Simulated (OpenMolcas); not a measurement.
# HOF (hypofluorous acid) at 6 levels

We compute a comparison of 6 runs (HF/3-21G, B3LYP/6-31G*, PBE0/aug-cc-pVTZ, SVWN5/aug-cc-pVTZ, TPSS/aug-cc-pVTZ, revPBE/aug-cc-pVTZ) of HOF (hypofluorous acid). 

The results are computed with OpenMolcas 26.06.

1 further run of the same task is left out (set aside as unsound or not needed).

**1. The system as given**

HOF has 3 atoms, charge 0, and is taken as a singlet. As SMILES, `OF`. One bond was lengthened or shortened from a relaxed shape.

Bond lengths: O1–F2 1.406 Å, O1–H3 1.115 Å. Angles: F2–O1–H3 99.1°.

**2. The energy at HF/3-21G (run 1)**

test.input

```
&GATEWAY
BasLib=$CurrDir
Coord
3
angstrom
O        0.526465      -0.121265       0.279571
F       -0.126035       1.103695       0.052261
H       -0.208690      -0.804280      -0.205350
Basis=3-21G
Group=NoSym
&SEWARD
&SCF
Thresholds=1e-10 1e-07 1e-07 1e-05
PrOrbitals=1
```

The basis set 3-21G is read from a file made from the Basis Set Exchange's data (not shown).

Started as:

```
$ export MOLCAS_MEM=1860
$ pymolcas test.input > test.log
```

The log of the run:

```text
--- Start Module: gateway ---
[...]
--- Stop Module: gateway /rc=_RC_ALL_IS_WELL_ ---
--- Start Module: seward ---
[...]
      Basis functions           20
--- Stop Module: seward /rc=_RC_ALL_IS_WELL_ ---
--- Start Module: scf ---
[...]
       Convergence after  13 Iterations
[...]
::    Total SCF energy                               -173.7865419080
[...]
      Total spin, S                                     0.0000000000
[...]
      Total electronic charge=   18.000000
      Total            charge=   -0.000000
[...]
      Dipole Moment (debye):
      Origin of the operator (angstrom)=    0.1615    0.5060    0.1460
                   X= -1.1743E+00               Y= -2.0228E+00               Z= -8.7791E-01           Total=  2.4983E+00
      Quadrupole Moment (debye*angstrom):
[...]
--- Stop Module: scf /rc=_RC_ALL_IS_WELL_ ---
[...]
```

It took 1.6 s on 1 thread of Arm Neoverse V1, shared host; peak memory 0.37 GiB.

**3. The energy at B3LYP/6-31G(d) (spherical functions) (run 2)**

mol.inp

```
* FHO Kohn-Sham DFT

&GATEWAY
  BASLIB=$CurrDir
  COORD
  3
  angstrom
  O        0.526465      -0.121265       0.279571
  F       -0.126035       1.103695       0.052261
  H       -0.208690      -0.804280      -0.205350
  BASIS=6-31Gs
  GROUP=NoSym

&SEWARD
  GRIDINPUT
  Grid=UltraFine
  End of Grid

&SCF
  KSDFT=B3LYP
  THRESHOLDS=1e-10 1e-07 1e-07 1e-05
  PRORBITALS=1 2
```

The basis set 6-31G* is read from a file made from the Basis Set Exchange's data (not shown).

Started as:

```
$ export MOLCAS_MEM=1860
$ pymolcas mol.inp > mol.log
```

The log of the run:

```text
--- Start Module: gateway ---
[...]
--- Stop Module: gateway /rc=_RC_ALL_IS_WELL_ ---
--- Start Module: seward ---
[...]
      Basis functions           30
--- Stop Module: seward /rc=_RC_ALL_IS_WELL_ ---
--- Start Module: scf ---
[...]
       Convergence after  14 Iterations
[...]
::    Total KS-DFT energy                            -175.5070435185
[...]
      Total spin, S                                     0.0000000000
[...]
      Total electronic charge=   18.000000
      Total            charge=   -0.000000
[...]
      Dipole Moment (debye):
      Origin of the operator (angstrom)=    0.1615    0.5060    0.1460
                   X= -1.0018E+00               Y= -1.6310E+00               Z= -7.3846E-01           Total=  2.0516E+00
      Quadrupole Moment (debye*angstrom):
[...]
--- Stop Module: scf /rc=_RC_ALL_IS_WELL_ ---
[...]
```

Wall time 5.1 s (1 thread of Arm Neoverse V1, shared host); peak memory 0.37 GiB.

**4. The energy at PBE0/aug-cc-pVTZ (run 3)**

run.input

```
* FHO Kohn-Sham DFT

&GATEWAY
 BasLib=$CurrDir
 Coord
 3
 angstrom
 O        0.526465      -0.121265       0.279571
 F       -0.126035       1.103695       0.052261
 H       -0.208690      -0.804280      -0.205350
 Basis=aug-cc-pVTZ
 Group=NoSym

&SEWARD
 GridInput
 Grid=UltraFine
 End of Grid

&SCF
 KSDFT=PBE0
 Thresholds=1e-10 1e-07 1e-07 1e-05
 PrOrbitals=1
```

The basis set aug-cc-pVTZ is read from a file made from the Basis Set Exchange's data (not shown).

Started as:

```
$ export MOLCAS_MEM=1860
$ pymolcas run.input > run.log
```

The log of the run:

```text
--- Start Module: gateway ---
[...]
--- Stop Module: gateway /rc=_RC_ALL_IS_WELL_ ---
--- Start Module: seward ---
[...]
      Basis functions          115
--- Stop Module: seward /rc=_RC_ALL_IS_WELL_ ---
[...]
--- Start Module: scf ---
[...]
       Convergence after  13 Iterations
[...]
::    Total KS-DFT energy                            -175.4208200558
[...]
      Total spin, S                                     0.0000000000
[...]
      Total electronic charge=   18.000000
      Total            charge=   -0.000000
[...]
      Dipole Moment (debye):
      Origin of the operator (angstrom)=    0.1615    0.5060    0.1460
                   X= -9.2069E-01               Y= -1.6731E+00               Z= -6.9799E-01           Total=  2.0332E+00
      Quadrupole Moment (debye*angstrom):
[...]
--- Stop Module: scf /rc=_RC_ALL_IS_WELL_ ---
[...]
```

Run time: 28 s. Hardware: 1 thread of Arm Neoverse V1, shared host; peak memory 0.7 GiB.

Runs 4 to 5 aren't shown in full; the table further down has their settings and results.

**5. The energy at revPBE/aug-cc-pVTZ (run 6)**

geom.xyz

```xyz
3

O      0.526465    -0.121265     0.279571
F     -0.126035     1.103695     0.052261
H     -0.208690    -0.804280    -0.205350
```

job.inp

```
&GATEWAY
  BASLIB=$CurrDir
  COORD=geom.xyz
  BASIS=aug-cc-pVTZ
  GROUP=NoSym

&SEWARD
  GRIDINPUT
  Grid=UltraFine
  End of Grid

&SCF
  KSDFT=revPBE
  THRESHOLDS=1e-10 1e-07 1e-07 1e-05
  PRORBITALS=1
```

The basis set aug-cc-pVTZ is read from a file made from the Basis Set Exchange's data (not shown).

Started as:

```
$ export MOLCAS_MEM=1860
$ pymolcas job.inp > job.log
```

The log of the run:

```text
--- Start Module: gateway ---
[...]
--- Stop Module: gateway /rc=_RC_ALL_IS_WELL_ ---
--- Start Module: seward ---
[...]
      Basis functions          115
--- Stop Module: seward /rc=_RC_ALL_IS_WELL_ ---
[...]
--- Start Module: scf ---
[...]
       Convergence after  13 Iterations
[...]
::    Total KS-DFT energy                            -175.5515004294
[...]
      Total spin, S                                     0.0000000000
[...]
      Total electronic charge=   18.000000
      Total            charge=   -0.000000
[...]
      Dipole Moment (debye):
      Origin of the operator (angstrom)=    0.1615    0.5060    0.1460
                   X= -8.7449E-01               Y= -1.5408E+00               Z= -6.5760E-01           Total=  1.8898E+00
      Quadrupole Moment (debye*angstrom):
[...]
--- Stop Module: scf /rc=_RC_ALL_IS_WELL_ ---
[...]
```

Wall time 27 s (1 thread of Arm Neoverse V1, shared host); peak memory 0.7 GiB.

**6. Overview of the runs**

| run | level | integration grid | energy (Eh) | dipole moment (D) | HOMO energy (eV) | LUMO energy (eV) | wall time |
| --- | --- | --- | --- | --- | --- | --- | --- |
| 1 | HF/3-21G | – | -173.786542 | 2.50 | -14.01 | 4.96 | 1.6 s |
| 2 | B3LYP/6-31G* (spherical functions) | UltraFine | -175.507044 | 2.05 | -8.11 | -0.64 | 5.1 s |
| 3 | PBE0/aug-cc-pVTZ | UltraFine | -175.420820 | 2.03 | -9.10 | -1.20 | 28 s |
| 4 | SVWN5/aug-cc-pVTZ | UltraFine | -174.433611 | 2.00 | -7.20 | -3.08 | 20 s |
| 5 | TPSS/aug-cc-pVTZ | UltraFine | -175.618337 | 1.94 | -7.21 | -2.51 | 37 s |
| 6 | revPBE/aug-cc-pVTZ | UltraFine | -175.551500 | 1.89 | -6.99 | -2.67 | 27 s |

**7. Outcome**

```
            quantity          value
 run 6: total energy  -175.55150 Eh
run 6: dipole moment         1.89 D
  run 6: HOMO energy       -6.99 eV
  run 6: LUMO energy       -2.67 eV
run 6: HOMO–LUMO gap        4.33 eV
```

**Reading.** The dipole moment (its size) runs from 1.89 D (revPBE/aug-cc-pVTZ) to 2.50 D (HF/3-21G). The two ends differ in method and basis. The HOMO–LUMO gap runs from 4.12 eV (SVWN5/aug-cc-pVTZ) to 18.97 eV (HF/3-21G). Totals of different functionals can't be ranked against each other. All runs together took 2 min, the longest 37 s.
